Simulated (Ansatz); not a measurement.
Consider the isomerisation: `FC1NCN1` → `N/C=C(\N)F`.

Isolated molecules relaxed with PBE0-D4/def2-TZVP in Ansatz; ΔE leaves out vibrations. CBS: MP2 limit from def2 TZ/QZ plus the TZ coupled-cluster correction, frozen cores. DFT in def2-TZVPP. B3LYP here is the variant with VWN-RPA as its local correlation; programs differ in this. One conformer a species, not always the lowest.

| level | ΔE (kJ/mol) | difference from CCSD(T)/CBS |
| --- | --- | --- |
| PBE-D4 | -55.8 | -7.6 |
| r2SCAN-D4 | -55.6 | -7.4 |
| B3LYP-D4 | -63.4 | -15.2 |
| ωB97M-V | -45.5 | 2.7 |
| PBE0 | -46.1 | 2.1 |
| SCS-MP2/def2-TZVPP | -40.5 | 7.7 |
| CCSD/def2-TZVPP | -41.9 | 6.3 |
| MP2/def2-QZVPP | -45.3 | 2.9 |
| SCS-MP2/def2-QZVPP | -43.2 | 5.0 |
| CCSD/CBS(def2) | -46.2 | 2.0 |
| CCSD(T)/CBS | -48.2 | 0 |

Largest T1 diagnostic among the species: 0.012.

From PBE to PBE0 (25 % exact exchange), in def2-TZVPP and without D4, ΔE moves by +10.3 kJ/mol.
